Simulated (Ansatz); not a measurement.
One change: `BC#N` becomes `N#C[SiH3]`.

Ansatz, PBE0-D4/def2-TZVP geometries, multiplicity 1. 

```tsv
property	`BC#N`
LUMO energy (B3LYP/def2-TZVPP) / eV	-3.57
LUMO energy (PBE0/def2-TZVPP) / eV	-3.35
HOMO energy (PBE/def2-TZVPP) / eV	-8.40
size of the dipole moment (ωB97M-V/def2-TZVPP) / D	2.76
size of the dipole moment (B3LYP/def2-TZVPP) / D	2.72
HOMO–LUMO gap (PBE0/def2-TZVPP) / eV	6.40
```

Task: What does the change do to each property? (Best estimate.)

Result: Computed: 
| property | `N#C[SiH3]` | shift |
| --- | --- | --- |
| LUMO energy (B3LYP/def2-TZVPP) / eV | -0.84 | 2.73 |
| LUMO energy (PBE0/def2-TZVPP) / eV | -0.62 | 2.73 |
| HOMO energy (PBE/def2-TZVPP) / eV | -8.53 | -0.13 |
| size of the dipole moment (ωB97M-V/def2-TZVPP) / D | 3.49 | 0.73 |
| size of the dipole moment (B3LYP/def2-TZVPP) / D | 3.50 | 0.78 |
| HOMO–LUMO gap (PBE0/def2-TZVPP) / eV | 9.24 | 2.84 |

With PBE0 the HOMO falls by 0.11 eV and the LUMO rises by 2.73 eV, so the gap widens by about 2.84 eV. PBE moves the HOMO by -0.13 eV and ωB97M-V by -0.11 eV. The zero-point energy changes by 12.7 kJ/mol with +3 modes. Dipoles are sizes alone; their direction can turn.

B3LYP here is the variant with VWN-RPA as its local correlation; programs differ in this.
